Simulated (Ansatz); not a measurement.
```yaml
crystal:
  periodic: [false, false, false]
  atoms:
    - {symbol: Si, position_ang: [0.000000, 0.000000, 0.000000]}
    - {symbol: Mg, position_ang: [0.000000, 0.000000, 2.287800]}
basis:
  gaussian: {orbitals: def2-TZVP}
hamiltonian: {xc: pbe0}
relax: {f_tol: 0.004, max_steps: 80}
```

```sh
$ ansatz run in.yaml --threads 1 --pin off --events-out ev --progress --plain --max-ram 2176MiB
```

Steps of the relaxation (energy above the last step; positions in Å, forces in eV/Å):

```
2
step 1, 213.7 meV
Si    0.000    0.000    0.000    0.000    0.000   -2.027
Mg    0.000    0.000    2.288    0.000    0.000    2.027
```

```
2
step 2, 28.3 meV
Si    0.000    0.000   -0.073    0.000    0.000   -0.615
Mg    0.000    0.000    2.361    0.000    0.000    0.615
```

```
2
step 3, 0.3 meV
Si    0.000    0.000   -0.117    0.000    0.000   -0.054
Mg    0.000    0.000    2.405    0.000    0.000    0.054
```

```
2
step 5, 0.0 meV
Si    0.000    0.000   -0.122    0.000    0.000    0.000
Mg    0.000    0.000    2.410    0.000    0.000    0.000
```

Close pairs at the end: Si1–Mg2 2.532 Å.

A stationary point of restricted PBE0 after 5 steps (its stability towards spin polarisation wasn't tested). 3.7 s on 1 thread of Intel Xeon 6975P-C, shared host.
